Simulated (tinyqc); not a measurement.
Worked calculation: RKS/LDA (VWN5) in the sto-6g basis, for HF, spin multiplicity 1. Computed by tinyqc, a small Python program that keeps every step (integrals from PySCF). Settings: charge = 0, multiplicity = 1, basis = sto-6g, energy threshold = 1e-08, iteration cap = 88, orthogonalisation = canonical, start = Wolfsberg-Helmholz matrix, DIIS depth = 6, method = RKS, functional = lda,vwn, grid = [15, 26]. Command: `OMP_NUM_THREADS=1 python tinyqc.py 26000 26001 out.jsonl` (the two numbers bound the seeds that draw the settings). One thread of a shared host (Intel(R) Xeon(R) Processor @ 2.60GHz), about 0.6 s of CPU time with the checks. Later iterations appear only in the table of the cycle.

## One-electron integrals

Geometry (angstrom):

| atom | x | y | z |
|---|---|---|---|
| F | 0.00000 | 0.00000 | 0.00000 |
| H | 0.00000 | 0.00000 | 1.54100 |

Basis sto-6g: exponents (1/bohr^2) and contraction coefficients of normalised primitives:

| element | l (shell) | exponent | coefficient |
|---|---|---|---|
| F | s (1) | 1728.62657 | 0.00916 |
| F | s (1) | 316.94179 | 0.04936 |
| F | s (1) | 88.66889 | 0.16854 |
| F | s (1) | 30.46016 | 0.37056 |
| F | s (1) | 11.82857 | 0.41649 |
| F | s (1) | 4.87166 | 0.13033 |
| F | s (2) | 67.03228 | -0.01325 |
| F | s (2) | 13.26744 | -0.04699 |
| F | s (2) | 4.12351 | -0.03379 |
| F | s (2) | 1.58646 | 0.25024 |
| F | s (2) | 0.68900 | 0.59512 |
| F | s (2) | 0.31582 | 0.24071 |
| F | p (3) | 67.03228 | 0.00376 |
| F | p (3) | 13.26744 | 0.03768 |
| F | p (3) | 4.12351 | 0.17390 |
| F | p (3) | 1.58646 | 0.41804 |
| F | p (3) | 0.68900 | 0.42586 |
| F | p (3) | 0.31582 | 0.10171 |
| H | s (1) | 35.52322 | 0.00916 |
| H | s (1) | 6.51314 | 0.04936 |
| H | s (1) | 1.82214 | 0.16854 |
| H | s (1) | 0.62596 | 0.37056 |
| H | s (1) | 0.24308 | 0.41649 |
| H | s (1) | 0.10011 | 0.13033 |

Overlap, kinetic and nuclear-attraction integrals over the contracted functions; the nuclear repulsion is the sum of Za Zb / Rab.

nuclear repulsion = 3.0905872 hartree

overlap S, lower triangle:
```
          1F 1s    1F 2s   1F 2px   1F 2py   1F 2pz    2H 1s
1F 1s   1.00000
1F 2s   0.23248  1.00000
1F 2px  0.00000  0.00000  1.00000
1F 2py  0.00000  0.00000  0.00000  1.00000
1F 2pz  0.00000  0.00000  0.00000  0.00000  1.00000
2H 1s   0.01193  0.15456  0.00000  0.00000  0.14247  1.00000
```

kinetic energy T (hartree), lower triangle:
```
           1F 1s     1F 2s   1F 2px   1F 2py   1F 2pz    2H 1s
1F 1s   37.39773
1F 2s   -1.14335   1.08230
1F 2px   0.00000   0.00000  3.25133
1F 2py   0.00000   0.00000  0.00000  3.25133
1F 2pz   0.00000   0.00000  0.00000  0.00000  3.25133
2H 1s   -0.00391  -0.01513  0.00000  0.00000  0.01510  0.76852
```

nuclear attraction V (hartree), lower triangle:
```
            1F 1s      1F 2s     1F 2px     1F 2py     1F 2pz     2H 1s
1F 1s   -78.16585
1F 2s    -7.94554  -11.81881
1F 2px    0.00000    0.00000  -11.80898
1F 2py    0.00000    0.00000    0.00000  -11.80898
1F 2pz   -0.00564   -0.06670    0.00000    0.00000  -11.83693
2H 1s    -0.46525   -1.20878    0.00000    0.00000   -0.94469  -4.31974
```

core Hamiltonian H = T + V (hartree), lower triangle:
```
            1F 1s      1F 2s    1F 2px    1F 2py    1F 2pz     2H 1s
1F 1s   -40.76812
1F 2s    -9.08889  -10.73651
1F 2px    0.00000    0.00000  -8.55766
1F 2py    0.00000    0.00000   0.00000  -8.55766
1F 2pz   -0.00564   -0.06670   0.00000   0.00000  -8.58560
2H 1s    -0.46916   -1.22392   0.00000   0.00000  -0.92959  -3.55122
```

## Two-electron integrals

Functions are numbered as in S; the eight-fold symmetry (ij|kl) = (ji|kl) = (kl|ij) leaves the list below.

Two-electron integrals (ij|kl) in chemists' order, unique and non-zero (hartree):
```
(11|11) 5.40624   (21|11) 0.76813   (21|21) 0.13891   (22|11) 1.26627
(22|21) 0.28399   (22|22) 0.92637   (31|31) 0.02945   (32|31) 0.04468
(32|32) 0.20475   (33|11) 1.26627   (33|21) 0.28399   (33|22) 0.92637
(33|33) 0.99808   (41|41) 0.02945   (42|41) 0.04468   (42|42) 0.20475
(43|43) 0.05379   (44|11) 1.26627   (44|21) 0.28399   (44|22) 0.92637
(44|33) 0.89051   (44|44) 0.99808   (51|51) 0.02945   (52|51) 0.04468
(52|52) 0.20475   (53|53) 0.05379   (54|54) 0.05379   (55|11) 1.26627
(55|21) 0.28399   (55|22) 0.92637   (55|33) 0.89051   (55|44) 0.89051
(55|55) 0.99808   (61|11) 0.04181   (61|21) 0.00726   (61|22) 0.01455
(61|33) 0.01453   (61|44) 0.01453   (61|51) 0.00031   (61|52) 0.00062
(61|55) 0.01460   (61|61) 0.00039   (62|11) 0.12448   (62|21) 0.02843
(62|22) 0.10586   (62|33) 0.10434   (62|44) 0.10434   (62|51) 0.00206
(62|52) 0.01653   (62|55) 0.10889   (62|61) 0.00149   (62|62) 0.01622
(63|31) 0.00290   (63|32) 0.01745   (63|53) 0.00334   (63|63) 0.00218
(64|41) 0.00290   (64|42) 0.01745   (64|54) 0.00334   (64|64) 0.00218
(65|11) 0.09372   (65|21) 0.02167   (65|22) 0.08608   (65|33) 0.08278
(65|44) 0.08278   (65|51) 0.00417   (65|52) 0.02931   (65|55) 0.09269
(65|61) 0.00118   (65|62) 0.01617   (65|65) 0.01806   (66|11) 0.34220
(66|21) 0.07953   (66|22) 0.34049   (66|33) 0.33247   (66|44) 0.33247
(66|51) 0.00548   (66|52) 0.06317   (66|55) 0.35654   (66|61) 0.00417
(66|62) 0.07423   (66|65) 0.08508   (66|66) 0.77500
```

## Orthogonalisation

S = U s U^T; canonical form X = U s^(-1/2), so that X^T S X = 1. Each column of U has its largest component positive (the first on a tie).

eigenvalues of S: 0.71363  0.88059  1.00000  1.00000  1.10759  1.29818

X:
```
               1         2        3         4         5        6
1F 1s   -0.62825   0.50639  0.00000   0.00000  -0.43112  0.46991
1F 2s    0.80159  -0.23014  0.00000   0.00000  -0.22476  0.58143
1F 2px   0.00000   0.00000  0.18014   0.98364   0.00000  0.00000
1F 2py   0.00000   0.00000  0.98364  -0.18014   0.00000  0.00000
1F 2pz   0.26875   0.69664  0.00000   0.00000   0.65148  0.19824
2H 1s   -0.54019  -0.58387  0.00000   0.00000   0.49199  0.41489
```

Within a degenerate level the vectors are fixed only up to a rotation; this is one choice.

## Starting guess

The start is the generalised Wolfsberg-Helmholz matrix (K = 1.75) built on H; D = 2 C_occ C_occ^T.

D at the start, lower triangle:
```
           1F 1s     1F 2s   1F 2px   1F 2py   1F 2pz    2H 1s
1F 1s    2.10909
1F 2s   -0.46978   2.02777
1F 2px   0.00000   0.00000  2.00000
1F 2py   0.00000   0.00000  0.00000  2.00000
1F 2pz   0.01498  -0.05675  0.00000  0.00000  1.96455
2H 1s   -0.06301   0.20279  0.00000  0.00000  0.10312  0.02644
```

## Iteration 1: exchange-correlation on the grid

Becke grid with 15 radial and 26 angular points per atom, points of zero weight dropped. rho = sum D_ij phi_i phi_j; V_xc,ij = sum w v_xc phi_i phi_j; v_xc is d(rho eps)/d rho.

The 12 grid points with the largest w rho, of 772 (bohr, atomic units):

| x | y | z | w | rho | eps_xc | v_xc |
|---|---|---|---|---|---|---|
| 0.00000 | 0.00000 | -0.90000 | 0.17497 | 0.76123 | -0.74369 | -0.97672 |
| -0.90000 | 0.00000 | 0.00000 | 0.17496 | 0.75495 | -0.74176 | -0.97417 |
| 0.90000 | 0.00000 | 0.00000 | 0.17496 | 0.75495 | -0.74176 | -0.97417 |
| 0.00000 | -0.90000 | 0.00000 | 0.17496 | 0.75495 | -0.74176 | -0.97417 |
| 0.00000 | 0.90000 | 0.00000 | 0.17496 | 0.75495 | -0.74176 | -0.97417 |
| 0.00000 | 0.00000 | 0.90000 | 0.17133 | 0.73946 | -0.73696 | -0.96782 |
| 0.63640 | 0.00000 | -0.63640 | 0.13997 | 0.76116 | -0.74366 | -0.97669 |
| 0.00000 | -0.63640 | -0.63640 | 0.13997 | 0.76116 | -0.74366 | -0.97669 |
| -0.63640 | 0.00000 | -0.63640 | 0.13997 | 0.76116 | -0.74366 | -0.97669 |
| 0.00000 | 0.63640 | -0.63640 | 0.13997 | 0.76116 | -0.74366 | -0.97669 |
| -0.63640 | 0.63640 | 0.00000 | 0.13997 | 0.75495 | -0.74176 | -0.97417 |
| -0.63640 | -0.63640 | 0.00000 | 0.13997 | 0.75495 | -0.74176 | -0.97417 |

electrons on the grid, sum of w rho = 9.98403

E_xc = sum of w rho eps_xc = -10.7010915 hartree

V_xc (hartree), lower triangle:
```
           1F 1s     1F 2s    1F 2px    1F 2py    1F 2pz     2H 1s
1F 1s   -3.30679
1F 2s   -0.43681  -0.93744
1F 2px   0.00000   0.00000  -0.93613
1F 2py   0.00000   0.00000   0.00000  -0.93613
1F 2pz   0.00025   0.00181   0.00000   0.00000  -0.93959
2H 1s   -0.02431  -0.09026   0.00000   0.00000  -0.06699  -0.18730
```

## Iteration 1: building the Kohn-Sham matrix

J_ij = sum D_kl (ij|kl); F = H + J + V_xc; E = tr D H + tr D J / 2 + E_xc + E_nn.

Coulomb J (hartree), lower triangle:
```
           1F 1s     1F 2s   1F 2px   1F 2py   1F 2pz    2H 1s
1F 1s   20.87461
1F 2s    3.77645   9.87554
1F 2px   0.00000   0.00000  9.87530
1F 2py   0.00000   0.00000  0.00000  9.87530
1F 2pz  -0.00239  -0.00756  0.00000  0.00000  9.87601
2H 1s    0.19850   1.09163  0.00000  0.00000  0.87423  3.42837
```

Kohn-Sham matrix F (hartree), lower triangle:
```
            1F 1s     1F 2s   1F 2px   1F 2py    1F 2pz     2H 1s
1F 1s   -23.20029
1F 2s    -5.74925  -1.79841
1F 2px    0.00000   0.00000  0.38152
1F 2py    0.00000   0.00000  0.00000  0.38152
1F 2pz   -0.00778  -0.07246  0.00000  0.00000   0.35081
2H 1s    -0.29497  -0.22254  0.00000  0.00000  -0.12235  -0.31015
```

total energy of this density = -98.5907498 hartree

## Iteration 1: diagonalisation and new density

Diagonalise F' = X^T F X, C = X C', fill 5 alpha and 5 beta electrons from the bottom; D = 2 C_occ C_occ^T. Each column has its largest component positive (the first on a tie).

F' = X^T F X (hartree), lower triangle:
```
          1         2        3        4         5         6
1  -4.58784
2   4.59617  -4.40797
3   0.00000   0.00000  0.38152
4   0.00000   0.00000  0.00000  0.38152
5  -4.73580   5.17896  0.00000  0.00000  -5.32180
6   6.15805  -6.16221  0.00000  0.00000   6.83617  -9.17282
```

orbital energies (hartree): MO1 -23.20623, MO2 -0.45490, MO3 -0.22602, MO4 0.38152, MO5 0.38152, MO6 0.39671

coefficients C:
```
             MO1       MO2       MO3       MO4      MO5       MO6
1F 1s    0.99599  -0.20775   0.15020   0.00000  0.00000   0.00904
1F 2s    0.01676   0.81250  -0.65040   0.00000  0.00000  -0.02517
1F 2px   0.00000   0.00000   0.00000  -0.35693  0.93413   0.00000
1F 2py   0.00000   0.00000   0.00000   0.93413  0.35693   0.00000
1F 2pz   0.00062   0.10540   0.05607   0.00000  0.00000   1.00349
2H 1s   -0.00176   0.48086   0.86852   0.00000  0.00000  -0.24767
```

D after iteration 1, lower triangle:
```
           1F 1s     1F 2s   1F 2px   1F 2py   1F 2pz    2H 1s
1F 1s    2.11545
1F 2s   -0.49959   2.16691
1F 2px   0.00000   0.00000  2.00000
1F 2py   0.00000   0.00000  0.00000  2.00000
1F 2pz  -0.02572   0.09837  0.00000  0.00000  0.02851
2H 1s    0.05762  -0.34844  0.00000  0.00000  0.19876  1.97112
```

Within a degenerate level the vectors are fixed only up to a rotation; this is one choice.

## Iteration 2: exchange-correlation on the grid

As before.

The 12 grid points with the largest w rho, of 772 (bohr, atomic units):

| x | y | z | w | rho | eps_xc | v_xc |
|---|---|---|---|---|---|---|
| -0.90000 | 0.00000 | 0.00000 | 0.17496 | 0.76255 | -0.74409 | -0.97726 |
| 0.00000 | -0.90000 | 0.00000 | 0.17496 | 0.76255 | -0.74409 | -0.97726 |
| 0.00000 | 0.90000 | 0.00000 | 0.17496 | 0.76255 | -0.74409 | -0.97726 |
| 0.90000 | 0.00000 | 0.00000 | 0.17496 | 0.76255 | -0.74409 | -0.97726 |
| -0.63640 | 0.63640 | 0.00000 | 0.13997 | 0.76255 | -0.74409 | -0.97726 |
| -0.63640 | -0.63640 | 0.00000 | 0.13997 | 0.76255 | -0.74409 | -0.97726 |
| 0.63640 | 0.63640 | 0.00000 | 0.13997 | 0.76255 | -0.74409 | -0.97726 |
| 0.63640 | -0.63640 | 0.00000 | 0.13997 | 0.76255 | -0.74409 | -0.97726 |
| -1.31517 | 0.00000 | 0.00000 | 0.48926 | 0.19653 | -0.48791 | -0.63875 |
| 1.31517 | 0.00000 | 0.00000 | 0.48926 | 0.19653 | -0.48791 | -0.63875 |
| 0.00000 | 1.31517 | 0.00000 | 0.48926 | 0.19653 | -0.48791 | -0.63875 |
| 0.00000 | -1.31517 | 0.00000 | 0.48926 | 0.19653 | -0.48791 | -0.63875 |

electrons on the grid, sum of w rho = 9.98061

E_xc = sum of w rho eps_xc = -9.8360565 hartree

V_xc (hartree), lower triangle:
```
           1F 1s     1F 2s    1F 2px    1F 2py    1F 2pz     2H 1s
1F 1s   -3.28691
1F 2s   -0.42068  -0.85943
1F 2px   0.00000   0.00000  -0.89390
1F 2py   0.00000   0.00000   0.00000  -0.89390
1F 2pz  -0.00166  -0.01493   0.00000   0.00000  -0.79003
2H 1s   -0.02353  -0.09144   0.00000   0.00000  -0.07390  -0.50750
```

## Iteration 2: building the Kohn-Sham matrix

As before.

Coulomb J (hartree), lower triangle:
```
           1F 1s    1F 2s   1F 2px   1F 2py   1F 2pz    2H 1s
1F 1s   19.14408
1F 2s    3.39196  8.76748
1F 2px   0.00000  0.00000  8.82211
1F 2py   0.00000  0.00000  0.00000  8.82211
1F 2pz   0.01834  0.16270  0.00000  0.00000  8.65824
2H 1s    0.17905  1.02953  0.00000  0.00000  0.86618  4.24463
```

Kohn-Sham matrix F (hartree), lower triangle:
```
            1F 1s     1F 2s    1F 2px    1F 2py    1F 2pz    2H 1s
1F 1s   -24.91095
1F 2s    -6.11761  -2.82846
1F 2px    0.00000   0.00000  -0.62945
1F 2py    0.00000   0.00000   0.00000  -0.62945
1F 2pz    0.01104   0.08107   0.00000   0.00000  -0.71740
2H 1s    -0.31364  -0.28583   0.00000   0.00000  -0.13731  0.18592
```

total energy of this density = -98.3868420 hartree

## Iteration 2: DIIS over 2 matrices

error matrix X^T (FDS - SDF) X:
```
         1         2        3        4         5         6
1  0.00000  -0.27176  0.00000  0.00000  -0.35586  -0.06456
2  0.27176   0.00000  0.00000  0.00000  -0.39704  -0.06784
3  0.00000   0.00000  0.00000  0.00000   0.00000   0.00000
4  0.00000   0.00000  0.00000  0.00000   0.00000   0.00000
5  0.35586   0.39704  0.00000  0.00000   0.00000   0.00548
6  0.06456   0.06784  0.00000  0.00000  -0.00548   0.00000
```

B (overlaps of the stored error matrices):
```
                1               2
1   3.8680358e-01  -3.9190062e-01
2  -3.9190062e-01   7.3386812e-01
```

Minimise |sum c_i e_i|^2 with sum c_i = 1: solve [B -1; -1 0][c; lambda] = [0; -1] with B_ij = tr e_i^T e_j, and take F = sum c_i F_i.

DIIS coefficients: 0.59112  0.40888

extrapolated F (hartree), lower triangle:
```
            1F 1s     1F 2s    1F 2px    1F 2py    1F 2pz     2H 1s
1F 1s   -23.89975
1F 2s    -5.89987  -2.21958
1F 2px    0.00000   0.00000  -0.03185
1F 2py    0.00000   0.00000   0.00000  -0.03185
1F 2pz   -0.00008  -0.00968   0.00000   0.00000  -0.08596
2H 1s    -0.30260  -0.24842   0.00000   0.00000  -0.12847  -0.10731
```

## Iteration 2: diagonalisation and new density

As before.

F' = X^T F X (hartree), lower triangle:
```
          1         2         3         4         5         6
1  -4.91174
2   4.83597  -4.72953
3   0.00000   0.00000  -0.03185
4   0.00000   0.00000   0.00000  -0.03185
5  -4.93543   5.03251   0.00000   0.00000  -5.65622
6   6.12103  -6.37327   0.00000   0.00000   7.08661  -9.53476
```

orbital energies (hartree): MO1 -23.90522, MO2 -0.81057, MO3 -0.17774, MO4 -0.03185, MO5 -0.03185, MO6 0.06128

coefficients C:
```
             MO1       MO2       MO3      MO4       MO5       MO6
1F 1s    0.99618  -0.25161   0.03329  0.00000   0.00000   0.03179
1F 2s    0.01599   1.01341  -0.16727  0.00000   0.00000  -0.16986
1F 2px   0.00000   0.00000   0.00000  0.99815  -0.06085   0.00000
1F 2py   0.00000   0.00000   0.00000  0.06085   0.99815   0.00000
1F 2pz   0.00023   0.01482   0.69325  0.00000   0.00000  -0.73514
2H 1s   -0.00161   0.07292   0.63258  0.00000   0.00000   0.80089
```

D after iteration 2, lower triangle:
```
           1F 1s     1F 2s   1F 2px   1F 2py   1F 2pz    2H 1s
1F 1s    2.11360
1F 2s   -0.48925   2.11047
1F 2px   0.00000   0.00000  2.00000
1F 2py   0.00000   0.00000  0.00000  2.00000
1F 2pz   0.03917  -0.20188  0.00000  0.00000  0.96164
2H 1s    0.00222  -0.06389  0.00000  0.00000  0.87923  0.81094
```

Within a degenerate level the vectors are fixed only up to a rotation; this is one choice.

## Iteration 8 (converged): orbitals

converged F (hartree), lower triangle:
```
            1F 1s     1F 2s    1F 2px    1F 2py    1F 2pz     2H 1s
1F 1s   -24.00685
1F 2s    -5.92293  -2.27727
1F 2px    0.00000   0.00000  -0.08559
1F 2py    0.00000   0.00000   0.00000  -0.08559
1F 2pz   -0.00656  -0.03109   0.00000   0.00000  -0.15154
2H 1s    -0.30388  -0.25562   0.00000   0.00000  -0.13603  -0.17296
```

As before.

F' = X^T F X (hartree), lower triangle:
```
          1         2         3         4         5         6
1  -4.99122
2   4.83271  -4.80161
3   0.00000   0.00000  -0.08559
4   0.00000   0.00000   0.00000  -0.08559
5  -4.95182   5.04823   0.00000   0.00000  -5.72004
6   6.13044  -6.39705   0.00000   0.00000   7.08937  -9.61575
```

orbital energies (hartree): MO1 -24.01225, MO2 -0.86739, MO3 -0.23721, MO4 -0.08559, MO5 -0.08559, MO6 -0.01176

coefficients C:
```
             MO1       MO2       MO3      MO4       MO5       MO6
1F 1s    0.99621  -0.25128   0.03852  0.00000   0.00000   0.02729
1F 2s    0.01587   1.01254  -0.18932  0.00000   0.00000  -0.15085
1F 2px   0.00000   0.00000   0.00000  0.20152   0.97948   0.00000
1F 2py   0.00000   0.00000   0.00000  0.97948  -0.20152   0.00000
1F 2pz   0.00052   0.04293   0.69029  0.00000   0.00000  -0.73682
2H 1s   -0.00164   0.07180   0.63359  0.00000   0.00000   0.80019
```

D after iteration 8, lower triangle:
```
           1F 1s     1F 2s   1F 2px   1F 2py   1F 2pz    2H 1s
1F 1s    2.11413
1F 2s   -0.49182   2.12267
1F 2px   0.00000   0.00000  2.00000
1F 2py   0.00000   0.00000  0.00000  2.00000
1F 2pz   0.03265  -0.17443  0.00000  0.00000  0.95670
2H 1s    0.00946  -0.09456  0.00000  0.00000  0.88089  0.81318
```

Within a degenerate level the vectors are fixed only up to a rotation; this is one choice.

## Convergence

Stop when the energy changes by less than 1e-08 hartree and every element of the error matrix X^T (F D S - S D F) X is below 3e-05.

Course of the cycle:

| iteration | E (hartree) | change | largest element of the error matrix |
|---|---|---|---|
| 1 | -98.5907498 | - | 2.59e-01 |
| 2 | -98.3868420 | 2.04e-01 | 3.97e-01 |
| 3 | -99.0508994 | -6.64e-01 | 2.54e-02 |
| 4 | -99.0513904 | -4.91e-04 | 1.67e-02 |
| 5 | -99.0499144 | 1.48e-03 | 4.35e-02 |
| 6 | -99.0516635 | -1.75e-03 | 3.10e-04 |
| 7 | -99.0516636 | -9.17e-08 | 1.31e-05 |
| 8 | -99.0516636 | -1.58e-10 | 4.29e-08 |

PySCF RKS in the same basis, fine grid = -99.0736701 hartree

Converged in 8 iterations. The coarse grid moves the energy by +2.20e-02 hartree.

## Populations, bond orders and dipole

Mulliken: Z minus the diagonal of D S on the atom; Loewdin: the same with S^(1/2) D S^(1/2); Mayer order: 2 sum_s sum (D(s) S)_ij (D(s) S)_ji over the two atoms.

Charges (e):

| atom | Mulliken | Loewdin |
|---|---|---|
| 1F | -0.07582 | -0.06930 |
| 2H | 0.07582 | 0.06930 |

Mayer bond orders:

| pair | order |
|---|---|
| 2-1 | 0.99425 |

dipole moment about the origin, x y z (debye): 0.00000  0.00000  0.87637
